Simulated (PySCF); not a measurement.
Species: C3H5NO.
SMILES with atom numbers: `[CH3:1]/[N:2]=[CH:3]/[CH:4]=[O:5]` (hydrogens: H6, H7, H8 on C1; H9 on C3; H10 on C4)

Geometry (PBE0-D3(BJ)/def2-SVP, Å), atoms numbered from 1 in this order:
```
atom  x, y, z in Å
C1     1.6794   -0.0864    0.1769
N2     0.4154   -0.3009   -0.4585
C3    -0.6367    0.1476    0.0865
C4    -1.9447   -0.0770   -0.5822
O5    -2.9908    0.3131   -0.1337
H6     2.3414    0.4547   -0.5191
H7     1.6241    0.4706    1.1318
H8     2.1610   -1.0621    0.3541
H9    -0.6600    0.7080    1.0429
H10   -1.8643   -0.6445   -1.5425
```

Method used: core-valence-separated Tamm–Dancoff BHandHLYP/aug-pcX-1 (pcseg-1 on H) in PySCF, non-relativistic, gas phase, PBE0-D3(BJ)/def2-SVP geometry.

Computed nitrogen K-edge spectrum, Gaussian lines of 0.5 eV full width, highest printed point 100; it ends one width below the last computed root. The energies are unshifted.

(photon energy (eV), absorption): (395.0, 5), (395.2, 31), (395.4, 87), (395.6, 100), (395.8, 47), (396.0, 9), (396.2, 1), (396.4, 0), (396.6, 0), (396.8, 0), (397.0, 0), (397.2, 0), (397.4, 0), (397.6, 0), (397.8, 0), (398.0, 0), (398.2, 0), (398.4, 0), (398.6, 0), (398.8, 0), (399.0, 0), (399.2, 0), (399.4, 0), (399.6, 0), (399.8, 0), (400.0, 0), (400.2, 0), (400.4, 0), (400.6, 0), (400.8, 0), (401.0, 0), (401.2, 0), (401.4, 2), (401.6, 6), (401.8, 9), (402.0, 13), (402.2, 18), (402.4, 16), (402.6, 7), (402.8, 5), (403.0, 8)

Question: Assign the maxima to core holes.

Answer: 2 maxima:
- 395.5 eV: N2 (imine nitrogen), 395.53 eV, f = 0.063, 100 % of the height at the exact maximum
- 402.2 eV: N2 (imine nitrogen), 402.20 eV, f = 0.006, 54 % of the height at the exact maximum; N2 (imine nitrogen), 402.37 eV, f = 0.005, 38 % of the height at the exact maximum

Roots within 0.03 eV on the same or equivalent atoms count as one line; shares under 12 % aren't listed.

Vibrational structure and lifetime widths aren't in the curve. The ionisation threshold wasn't computed; near and above it a finite basis only mimics Rydberg series and continuum.

One conformer stands for the species.
